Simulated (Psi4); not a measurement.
Process, species as SMILES: C=CF → C=[C-]F + H+
B3LYP-D3(BJ)/def2-TZVP geometries, fixed; electronic energies without zero-point terms.
Largest species:
```xyz
6

C      0.0048     0.4339    -0.0020
C      1.1838    -0.1536     0.0049
F     -1.1460    -0.2672    -0.0028
H     -0.1758     1.5010    -0.0077
H      1.2800    -1.2303     0.0104
H      2.0778     0.4520     0.0052
```
Charge 0, spin multiplicity 1.

Effect of the integral screening threshold at B3LYP/cc-pVTZ with Psi4, against the last row, where the deprotonation energy is 405.49 kcal/mol. The proton leaves the site shown, which need not be the most acidic.

| setting | largest shift of a total energy (mEh) | shift of the deprotonation energy (kcal/mol) |
|---|---|---|
| ints_tolerance: 1e-6 | 0.002 | 0.000 |
| ints_tolerance: 1e-8 | 0.000 | 0.000 |
| ints_tolerance: 1e-10 | 0.000 | 0.000 |
| ints_tolerance: 1e-14 | 0.000 | 0.000 |

Within 0.02 kcal/mol in the deprotonation energy: ints_tolerance: 1e-6; ints_tolerance: 1e-8; ints_tolerance: 1e-10. The largest shift is 0.002 mEh in a total energy and 0.000 kcal/mol in the difference.
